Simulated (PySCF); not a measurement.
2-chloro-2-propen-1-ol, C₃H₅ClO, SMILES C=C(Cl)CO, point group C1.

Level: OLYP/6-31G* in PySCF (density fitting, grid level 3); geometry and Hessian at that level, cubic constants and property derivatives from steps of ±0.6 along each species' dimensionless normal coordinates, second-order vibrational perturbation theory. The parent has the commonest isotopes.

Equilibrium geometry (Å):

```
atom        x        y        z
  C1   1.5261   0.6785  -0.0283
  C2   0.2030   0.5243   0.1085
 Cl3  -0.8485   1.9405   0.2410
  C4  -0.5460  -0.7921   0.1762
  O5  -1.4647  -0.9951  -0.8845
  H6   2.1614  -0.2019  -0.1233
  H7   2.0071   1.6542  -0.0497
  H8  -1.0380  -0.8728   1.1646
  H9   0.1867  -1.6062   0.1012
 H10  -2.1516  -0.3108  -0.7958
```

Give the equilibrium and ground-state rotational constants (MHz) of parent; ²H at 6.


```json
{"species": "parent", "Ae": "5196.4", "Be": "3235", "Ce": "2150.2", "A0": "5155.5", "B0": "3226.2", "C0": "2134.4", "Δ0 (u Å²)": "-17.895", "harmonic ZPE (cm⁻¹)": "16463"}
{"species": "²H at 6", "Ae": "4837.9", "Be": "3233.7", "Ce": "2086.2", "A0": "4800.8", "B0": "3224.5", "C0": "2070.8", "Δ0 (u Å²)": "-17.955", "harmonic ZPE (cm⁻¹)": "15780"}
```

Δ0 = Ic − Ia − Ib from the ground-state constants.

How is the parent's vibrational correction B0 − Be made up?


| axis | harmonic | Coriolis | cubic | total (MHz) |
| --- | --- | --- | --- | --- |
| a | 8.49 | -7.52 | -41.8 | -40.9 |
| b | 6.17 | -2 | -13 | -8.84 |
| c | 1.35 | -1.05 | -16.1 | -15.8 |

And its quartic centrifugal distortion constants from the harmonic force field?

Asymmetric top, A reduction, Ir representation: ΔJ = 1.99 kHz, ΔJK = -3.34 kHz, ΔK = 5.39 kHz, δJ = 0.815 kHz, δK = 2.27 kHz.

Which nuclear quadrupole couplings χaa, χbb, χcc (MHz) does the parent show, at equilibrium and averaged?

35Cl at 3: -5.2, -26.2, 31.4 and -5.1, -26.0, 31.1.

A mode lies under 250 cm⁻¹, where this perturbation treatment is rough. Internal rotors are held in one well.
